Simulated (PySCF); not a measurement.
Dipole moment and polarisability of `C#C/C=C/CN`

Species: C5H7N.
Cartesian coordinates in Å at the GFN2-xTB level; atoms count from 1:
```xyz
13
C5H7N angstrom
C      3.400    0.071    0.245
C      2.258   -0.240    0.037
C      0.919   -0.612   -0.195
C     -0.074    0.267   -0.314
C     -1.513   -0.111   -0.503
N     -2.367    0.291    0.609
H      4.396    0.343    0.424
H      0.732   -1.676   -0.279
H      0.130    1.328   -0.222
H     -1.608   -1.194   -0.619
H     -1.909    0.368   -1.404
H     -2.332    1.298    0.732
H     -2.036   -0.133    1.471
```

Level: PBE0/def2-SVPD (PySCF), static field, nuclei fixed, core orbitals frozen in the response. The polarisability tensor in these axes (au):

```
x   112.82  -3.27   4.36
y    -3.27  56.88   1.33
z     4.36   1.33  51.30
```

**Question.** What are the eigenvalues, a third of the trace, and Δα (Δα² = ½Σ(αi − αj)² over the three pairs)?

**Answer.** Principal values 50.60, 57.10 and 113.30 au; mean 73.67 au = 10.92 Å³ = 12.15 × 10⁻⁴⁰ C²·m²/J; Δα = 59.72 au (81 % of the mean).

**Question.** What is the dipole moment, and where does it point?

**Answer.** (0.25, 0.51, 0.24) D, 0.62 D in size, pointing from the negative to the positive side. Measured along this direction, the outermost atoms are H10 at the negative end and H7 at the positive end.

**Question.** Along which axes do the principal values lie, and how far do the nuclei extend along each?

**Answer.** Largest value along (1.00, -0.06, 0.07), where the nuclei span 6.73 Å; middle along (0.04, 0.97, 0.25), 3.02 Å; least along (-0.08, -0.25, 0.97), 2.91 Å. 

**Question.** Estimate the molar refractivity from the static electronic polarisability.

**Answer.** Lorentz–Lorenz: R = (4π/3)N_A α = 2.5225 cm³/(mol·Å³) × 10.92 Å³ = 27.5 cm³/mol, in the limit of long wavelengths.

**Question.** What depolarisation ratio follows for Rayleigh scattering of linearly polarised light, taking the static tensor?

**Answer.** ρ = 3Δα²/(45ᾱ² + 4Δα²) = 10698.9/(244200 + 14265.2) = 0.0414.

**Question.** In TDDFT the mean static polarisability is Σ f/ω² over all singlet excitations (ω in hartree). How much of it do the 8 lowest give? Their energies (eV) and oscillator strengths: 5.10, 0.1578; 5.48, 0.1038; 5.72, 0.1530; 6.19, 0.0076; 6.47, 0.0115; 6.96, 0.0039; 7.05, 0.0098; 7.29, 0.0340.

**Answer.** They add up to 11.54 au, 15.7 % of the 73.67 au; the largest single term is 4.49 au, from the state at 5.10 eV. Terms in order: 4.49, 2.56, 3.46, 0.15, 0.20, 0.06, 0.15, 0.47 au. Higher excitations give the rest. The strengths listed sum to 0.482.

**Question.** Refractivity n − 1 of an ideal gas of it at 350 K and 1 atm, from the electronic α?

**Answer.** N = p/kT = 2.0968 × 10¹⁹ cm⁻³, so n − 1 = 2π × N × 10.92 × 10⁻²⁴ cm³ = 1438 × 10⁻⁶ at long wavelengths.

Geometry: GFN2-xTB, one conformer, isolated molecule.

The run behind these numbers computed excited states as well. On one thread of an x86-64 server, no GPU, on a shared host, this took 15 s of wall time.
